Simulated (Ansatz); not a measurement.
formaldehyde (SMILES C=O) moved off its minimum; all values from Ansatz (an electronic-structure program), cores frozen in correlated methods.
(charge 0, multiplicity 1)
```xyz
4

C     -0.61658     0.07028     0.02312
O      0.64458    -0.04813    -0.07025
H     -1.28408    -0.63771    -0.05433
H     -0.92403     1.25680    -0.04590
```

| level | largest force (eV/Å) | on atom | rms difference from CCSD(T)/aug-cc-pVTZ (eV/Å) | dipole (D) |
|---|---|---|---|---|
| HF/def2-TZVPP | 13.19 | C1 | 1.325 | 3.04 |
| PBE/def2-TZVPP | 10.95 | C1 | 0.229 | 2.35 |
| r2SCAN/def2-TZVPP | 11.36 | C1 | 0.394 | 2.47 |
| B3LYP/def2-TZVPP | 11.32 | C1 | 0.396 | 2.54 |
| wB97M-V/def2-TZVPP | 11.48 | C1 | 0.487 | 2.57 |
| MP2/aug-cc-pVTZ | 10.74 | C1 | 0.088 | 2.49 |
| CCSD(T)/aug-cc-pVTZ | 10.75 | C1 | 0.000 | 2.51 |

The differences count from one level among others, with limits of its own. Forces at CCSD(T)/aug-cc-pVTZ (eV/Å):

```tsv
atom	Fx	Fy	Fz
C1	7.283	7.826	-1.095
O2	-3.577	-0.776	0.600
H3	-3.525	-4.203	-0.041
H4	-0.182	-2.847	0.536
```

Doubts at one or more of the structures used: a restricted determinant that unrestricted orbitals would lower (MP2/aug-cc-pVTZ, CCSD(T)/aug-cc-pVTZ).
